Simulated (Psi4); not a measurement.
# UMP3/def2-TZVP run of BCl2 (SMILES Cl[B]Cl)

Aim: the energy change on altering one bond length of BCl2 at UMP3/def2-TZVP, from 2 runs. 

The calculation is run with Psi4 1.11.

2 further runs of the same task are left out: 2 set aside as unsound or not needed.

## Step 1: Starting point

BCl2 has 3 atoms, charge 0, and is taken as a doublet. As SMILES, `Cl[B]Cl`. The shape is that of a PBE0-D4/def2-TZVP optimisation.

Bond lengths: Cl1–B2 1.720 Å, B2–Cl3 1.720 Å. Angles: Cl1–B2–Cl3 125.4°.

## Step 2: A single-point energy at UMP3/def2-TZVP

Input file bcl2.xyz:

```xyz
3
BCl2
Cl     0.371500    -1.525600     0.030000
B     -0.463900    -0.050300    -0.256900
Cl     0.081500     1.511100     0.213700
```

Input file calc.py:

```python
import psi4

psi4.set_memory('1600 MB')
psi4.set_num_threads(1)
psi4.set_output_file('psi4.out', False)

with open('bcl2.xyz') as f:
    atoms = ''.join(f.readlines()[2:])
m = psi4.geometry('0 2\n' + atoms + 'symmetry c1\nno_reorient\nno_com')

options = {'reference': 'uhf', 'puream': True, 'e_convergence': 1e-09, 'd_convergence': 1e-08, 'scf_type': 'pk', 'num_frozen_docc': 11, 'maxiter': 100, 'mp_type': 'conv'}
psi4.set_options(options)

e_tot, wfn = psi4.energy('mp3/def2-TZVP', molecule=m, return_wfn=True)
print(f'total energy {e_tot:.8f} hartree = {e_tot * 27.211386:.5f} eV')
```

The run is started by

```sh
python calc.py
```

psi4.out:

```text
[...]
  Running in c1 symmetry.
[...]
  Nuclear repulsion =  102.359078461763886
[...]
  Multiplicity = 2
[...]
  Nalpha       = 20
  Nbeta        = 19
[...]
    Number of basis functions: 105
[...]
   @UHF iter   1:  -943.70815132452731   -3.06050e-01   2.22250e-03 DIIS/ADIIS
[...]
   @UHF iter  13:  -943.73492772703389   -5.22959e-12   3.34215e-09 DIIS
[...]
   @S^2 Observed:                7.558114563E-01
[...]
    Orbital Energies [Eh]
    ---------------------
    Alpha Occupied:
       1A   -104.858700     2A   -104.858692     3A    -10.588641
       4A    -10.588629     5A     -8.056636     6A     -8.056627
       7A     -8.053985     8A     -8.053975     9A     -8.053662
      10A     -8.053653    11A     -7.737760    12A     -1.164116
      13A     -1.123997    14A     -0.699892    15A     -0.598267
      16A     -0.561859    17A     -0.533025    18A     -0.480985
      19A     -0.478417    20A     -0.362894
    Alpha Virtual:
      21A      0.061163    22A      0.147069    23A      0.182677
      24A      0.185889    25A      0.214592    26A      0.236602
[...]
  @UHF Final Energy:  -943.73492772703389
   => Energetics <=
    Nuclear Repulsion Energy =            102.3590784617638860
    One-Electron Energy =               -1506.7782343857147680
    Two-Electron Energy =                 460.6842281969170472
    Total Energy =                       -943.7349277270338916
  UHF NO Occupations:
  HONO-2 :   18  A 1.9993052
  HONO-1 :   19  A 1.9984838
[...]
 Multipole Moments:
 ------------------------------------------------------------------------------------
     Multipole            Electronic (a.u.)      Nuclear  (a.u.)        Total (a.u.)
 ------------------------------------------------------------------------------------
 L = 1.  Multiply by 2.5417464519 to convert [e a0] to [Debye]
 Dipole X            :        -10.1760373           10.1695611           -0.0064762
 Dipole Y            :          0.9405670           -0.9410836           -0.0005166
 Dipole Z            :         -5.4051586            5.4015932           -0.0035655
 Magnitude           :                                                    0.0074108
[...]
	SCS-MP2 Total Energy (a.u.)        :  -944.16416640438877
	SOS-MP2 Total Energy (a.u.)        :  -944.15865215975498
[...]
	SOS-PI-MP2 Total Energy (a.u.)     :  -944.19124634688740
[...]
	MP2 Total Energy (a.u.)            :  -944.17519489365634
[...]
	SCS-MP3 Total Energy (a.u.)        :  -944.17336450946880
[...]
	MP3 Total Energy (a.u.)            :  -944.21198731397635
[...]
```

On the terminal:

```text
total energy -944.21198731 hartree = -25693.31685 eV
```

It took 29 s on 1 thread of Intel Xeon Platinum 8259CL at 2.50GHz (Skylake/Cascade Lake), shared host; peak memory 1 GiB.

## Step 3: The distorted shape at the same level

Input file calc.in:

```
memory 1.6 GB

molecule {
  0 2
  Cl
  B 1 r2
  Cl 2 r3 1 a3

  r2 = 1.71951
  r3 = 2.5793
  a3 = 125.40165
  units angstrom
  symmetry c1
  no_reorient
  no_com
}

set {
  basis           def2-TZVP
  reference       uhf
  puream          true
  e_convergence   1e-09
  d_convergence   1e-08
  scf_type        pk
  num_frozen_docc 11
  maxiter         100
  mp_type         conv
}

energy_value, wavefunction = energy('mp3', return_wfn=True)
```

The run is started by

```sh
psi4 calc.in calc.out -n 1
```

calc.out:

```text
[...]
  Running in c1 symmetry.
[...]
  Nuclear repulsion =   83.420253220598113
[...]
  Multiplicity = 2
[...]
  Nalpha       = 20
  Nbeta        = 19
[...]
    Number of basis functions: 105
[...]
   @UHF iter   1:  -943.54687938403049   -6.79149e-01   3.34707e-03 ADIIS/DIIS
[...]
   @UHF iter  20:  -943.64664643815138   -7.84439e-12   5.89118e-09 DIIS
[...]
   @S^2 Observed:                9.492697555E-01
[...]
    Orbital Energies [Eh]
    ---------------------
    Alpha Occupied:
       1A   -104.899992     2A   -104.834174     3A    -10.629478
       4A    -10.558373     5A     -8.097355     6A     -8.094540
       7A     -8.094036     8A     -8.038786     9A     -8.021382
      10A     -8.021358    11A     -7.783689    12A     -1.180068
      13A     -1.075290    14A     -0.699466    15A     -0.549769
      16A     -0.541969    17A     -0.534830    18A     -0.454276
      19A     -0.454067    20A     -0.428248
    Alpha Virtual:
      21A      0.032320    22A      0.076081    23A      0.137714
      24A      0.173311    25A      0.221355    26A      0.223076
[...]
  @UHF Final Energy:  -943.64664643815138
   => Energetics <=
    Nuclear Repulsion Energy =             83.4202532205981129
    One-Electron Energy =               -1468.9097930249067758
    Two-Electron Energy =                 441.8428933661572273
    Total Energy =                       -943.6466464381513788
  UHF NO Occupations:
  HONO-2 :   18  A 1.9979814
  HONO-1 :   19  A 1.8987423
[...]
 Multipole Moments:
 ------------------------------------------------------------------------------------
     Multipole            Electronic (a.u.)      Nuclear  (a.u.)        Total (a.u.)
 ------------------------------------------------------------------------------------
 L = 1.  Multiply by 2.5417464519 to convert [e a0] to [Debye]
 Dipole X            :         -1.4093304            0.6043845           -0.8049459
 Dipole Y            :          0.8630516            0.0647700            0.9278217
 Dipole Z            :         -0.0000000            0.0000000           -0.0000000
 Magnitude           :                                                    1.2283285
[...]
	SCS-MP2 Total Energy (a.u.)        :  -944.06353850567348
	SOS-MP2 Total Energy (a.u.)        :  -944.06016607018944
[...]
	SOS-PI-MP2 Total Energy (a.u.)     :  -944.09197527265383
[...]
	MP2 Total Energy (a.u.)            :  -944.07028337664190
[...]
	SCS-MP3 Total Energy (a.u.)        :  -944.07432305229668
[...]
	MP3 Total Energy (a.u.)            :  -944.11342156313469
[...]
```

It took 28 s on 1 thread of Intel Xeon Platinum 8259CL at 2.50GHz (Skylake/Cascade Lake), shared host; peak memory 1 GiB.

## Step 4: Summary of results

Level: UMP3/def2-TZVP, 11 core orbitals frozen.

```
                                                                   quantity          value
                                                  first shape: total energy  -944.21199 Eh
    first shape: HOMO energy (Hartree–Fock orbitals) (highest over α and β)       -9.87 eV
     first shape: LUMO energy (Hartree–Fock orbitals) (lowest over α and β)        1.66 eV
                  first shape: correlation energy (11 core orbitals frozen)     -477.1 mEh
                             first shape: ⟨S²⟩ of the reference determinant          0.756
                                              distorted shape: total energy  -944.11342 Eh
distorted shape: HOMO energy (Hartree–Fock orbitals) (highest over α and β)      -11.46 eV
 distorted shape: LUMO energy (Hartree–Fock orbitals) (lowest over α and β)       -0.27 eV
              distorted shape: correlation energy (11 core orbitals frozen)     -466.8 mEh
                         distorted shape: ⟨S²⟩ of the reference determinant          0.949
         energy change with the B2–Cl3 bond stretched from 1.720 to 2.579 Å       2.682 eV
```

What this shows: With the B2–Cl3 bond stretched from 1.720 to 2.579 Å the energy rises by 2.68 eV (62 kcal/mol). The first shape isn't relaxed at this level, so the change isn't measured from a minimum. ⟨S²⟩ (distorted shape) is 0.95 where a pure doublet has 0.75: the reference is spin-contaminated.
